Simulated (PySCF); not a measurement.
All values below come from TPSSh-D3(BJ)/def2-TZVP in PySCF 2.14.0. Gas-phase values, no solvent. One relaxed conformer stands for a flexible species; it need not be the lowest. Excitations are Tamm–Dancoff values on a coarser integration grid. The basis has no diffuse functions, so Rydberg states are missing or too high.

Reference species (SMILES): `C=[OH+]` (charge +1, multiplicity 1).

brightest of the four lowest singlets (TDA): 10.82 eV
S1 excitation (TDA): 6.25 eV
T1 excitation (TDA): 5.37 eV

Changed species: `[H]/[O+]=C\C1CC1` (O–C–C–C torsion 149°) (X = cyclopropyl, proton added; the reference has X = H, proton added).

**Question.** Give the shifts of the brightest of the four lowest singlets (TDA), S1 excitation (TDA) and T1 excitation (TDA).

**Answer.** the brightest of the four lowest singlets (TDA) falls by 3.90 eV, to 6.92 eV; the S1 excitation (TDA) drops by 0.36 eV, to 5.89 eV; the T1 excitation (TDA) falls by 1.04 eV, to 4.33 eV.
